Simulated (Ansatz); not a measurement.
This script for Ansatz's Python interface starts 5 runs on C₂H₂F, SMILES C=[C]F. What input does the engine get in each?

Script `relaxed_scan_c2h2f.py`:
```python
"""Relaxed scan of one distance in C2H2F."""

import ansatz as az
import numpy as np

geometry_ang = [
    ("C", [0.554, -0.2831, -0.0613]),
    ("C", [-0.6711, 0.2891, 0.0853]),
    ("F", [-1.9139, 0.8421, 0.2371]),
    ("H", [0.8469, -0.6983, -1.0147]),
    ("H", [1.2339, -0.2235, 0.7122]),
]
geometry = az.Crystal.molecule()
for symbol, xyz in geometry_ang:
    geometry = geometry.atom(symbol, xyz)

calculation = (
    geometry.calculation()
    .basis(gaussian="def2-SVP")
    .functional("B3LYP")
    .spin("collinear", total=1)
)
symbols = [site.symbol for site in geometry.cartesian_sites]
pairs = [(0, 1), (0, 3), (0, 4), (1, 2)]
print("held (A)   E (eV)        ", "  ".join(f"{symbols[i]}{i}-{symbols[j]}{j}" for i, j in pairs))
for length in [1.25, 1.36, 1.47, 1.63, 1.84]:
    report = calculation.relax(constraints=[az.DistanceConstraint((0, 1), at=length)], force_tolerance=0.02, max_steps=60).run(threads=1).report
    xyz = np.array(report["positions_ang"])
    print(f"{length:6.2f} {report['free_energy_ev']:14.5f}  ", "  ".join(f"{np.linalg.norm(xyz[i] - xyz[j]):.3f}" for i, j in pairs))
```

Run 1:
```yaml
crystal:
  periodic: [false, false, false]
  atoms:
    - { symbol: C, position_ang: [0.554, -0.2831, -0.0613] }
    - { symbol: C, position_ang: [-0.6711, 0.2891, 0.0853] }
    - { symbol: F, position_ang: [-1.9139, 0.8421, 0.2371] }
    - { symbol: H, position_ang: [0.8469, -0.6983, -1.0147] }
    - { symbol: H, position_ang: [1.2339, -0.2235, 0.7122] }
basis:
  gaussian:
    orbitals: def2-SVP
hamiltonian:
  xc: b3lyp
magnetization:
  spin_polarized: true
  initial_magnetization: 1.0
relax:
  f_tol: 0.02
  max_steps: 60
  constraints:
    - { distance: [0, 1], at: 1.25 }
```

Run 2, against run 1:
```diff
-    - { distance: [0, 1], at: 1.25 }
+    - { distance: [0, 1], at: 1.36 }
```

Run 3, against run 1:
```diff
-    - { distance: [0, 1], at: 1.25 }
+    - { distance: [0, 1], at: 1.47 }
```

Run 4, against run 1:
```diff
-    - { distance: [0, 1], at: 1.25 }
+    - { distance: [0, 1], at: 1.63 }
```

Run 5, against run 1:
```diff
-    - { distance: [0, 1], at: 1.25 }
+    - { distance: [0, 1], at: 1.84 }
```

```console
$ python relaxed_scan_c2h2f.py
held (A)   E (eV)         C0-C1  C0-H3  C0-H4  C1-F2
DeckWarning: relax.constraints: the input's atoms, or those drawn, lie off the distances that are held; a relaxation that starts there is brought onto them ahead of its first SCF, by positions alone, [...]
  1.25    -4816.38283   1.250  1.100  1.093  1.310
  1.36    -4816.50868   1.360  1.097  1.090  1.304
  1.47    -4816.03914   1.470  1.094  1.088  1.299
  1.63    -4814.90997   1.630  1.091  1.087  1.293
  1.84    -4813.81813   1.840  1.098  1.094  1.294
```
(Warnings from the package without file and line, shortened, repeats left out.)

What to keep in mind:
- Total energies depend on the basis set; only differences at equal settings carry meaning.
- The energies are electronic: no zero-point or thermal terms, and the basis set is short of its limit.
- The run takes the species as open-shell (spin multiplicity 2), which needn't be its ground state.
- The expectation value of S² is noticeably off S(S+1) in at least one run, so that state is spin-contaminated.
- b3lyp holds the VWN-RPA fit, as in Gaussian; the form of ORCA and Turbomole is b3lyp5.
- It ran for 100 s on 1 thread of Arm Neoverse V2, on a shared host, peak memory 0.19 GiB.
